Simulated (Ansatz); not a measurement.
Reaction: BNH3F (SMILES NBF) → BHF (SMILES F[BH], doublet) + NH2 (SMILES [NH2], doublet) (the B-N bond breaks)
Each species at its own B3LYP-D3(BJ)/def2-TZVP minimum (Ansatz, a first-principles code), one conformer.

Total energies in hartree (Ansatz). Radicals and triplets start from unrestricted determinants; spin-orbit coupling is neglected. Cores are frozen in correlated methods. No relativity.

```tsv
species	HF/cc-pVTZ	CCSD(T)/cc-pVTZ	HF/cc-pVQZ	CCSD(T)/cc-pVQZ	CCSDT(Q)/cc-pVTZ
1: BNH3F (SMILES FBN)	-180.49770	-181.10064	-180.51216	-181.15803	-181.10173
2: BHF (SMILES [BH]F, doublet)	-124.73265	-125.08080	-124.74296	-125.11876	-125.08151
3: NH2 (SMILES [NH2], doublet)	-55.58579	-55.79359	-55.59045	-55.81078	-55.79420
```

### Question
Work out the bond dissociation energy (electronic) in kJ/mol: take Hartree-Fock from cc-pVQZ, extrapolate the CCSD(T) correlation energy as X^-3 (X = 3, 4), and add CCSDT(Q) - CCSD(T) in cc-pVTZ. 1 hartree = 2625.5 kJ/mol.

### Answer

Species 1: correlation (64·(-0.64587) - 27·(-0.60294))/37 = -0.67720; step -0.00109; E1 = -180.51216 + (-0.67720) + (-0.00109) = -181.19045
Species 2: correlation (64·(-0.37580) - 27·(-0.34815))/37 = -0.39598; step -0.00071; E2 = -124.74296 + (-0.39598) + (-0.00071) = -125.13965
Species 3: correlation (64·(-0.22033) - 27·(-0.20780))/37 = -0.22947; step -0.00061; E3 = -55.59045 + (-0.22947) + (-0.00061) = -55.82053
-1·E1 +1·E2 +1·E3 = 0.23027 hartree = 604.6 kJ/mol.
